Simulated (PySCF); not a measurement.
A structure optimised at B3LYP-D3(BJ)/def2-TZVP, used in a PySCF frequency run:

```xyz
7

C      0.0000     0.0000    -1.3001
C      0.0000     0.0000     0.0000
C      0.0000     0.0000     1.3001
H      0.6550     0.6550    -1.8632
H     -0.6550    -0.6550    -1.8632
H      0.6550    -0.6550     1.8632
H     -0.6550     0.6550     1.8632
```

Task: Write its SMILES, formula and point group.

Result: C=C=C, C3H4, D2d

Task: What are its rotational constants (standard atomic weights)?

Result: 146.09, 8.9713, 8.9713 GHz
